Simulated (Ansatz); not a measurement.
System: NH₂, net charge 0, doublet state. SMILES: [NH2]
Geometry: optimised at B3LYP-D3(BJ)/def2-TZVP (Ansatz, a quantum-chemistry and plane-wave program).

Wanted: vertical ionisation energy (to the triplet state of charge +1; each state is the SCF solution reached for its spin), in eV. Correlated levels leave the core frozen unless marked. UHF or UKS for open shells. No spin-orbit coupling. No relativistic terms. Basis-set limits of correlation are two-point, X^-3; Hartree-Fock from the larger set.

```
level                                 program  vertical ionisation energy (eV)
------------------------------------  -------  -------------------------------
PBE/def2-TZVPD                         Ansatz                              [?]
CCSD/aug-cc-pVDZ                       Ansatz                            11.76
CCSD(T)/CBS(aug-cc-pVTZ,aug-cc-pVQZ)   Ansatz                              [?]
```

Question: Some entries are withheld; supply them.

Answer: 
- PBE/def2-TZVPD, vertical ionisation energy (eV): 12.16
- CCSD(T)/CBS(aug-cc-pVTZ,aug-cc-pVQZ), vertical ionisation energy (eV): 12.08
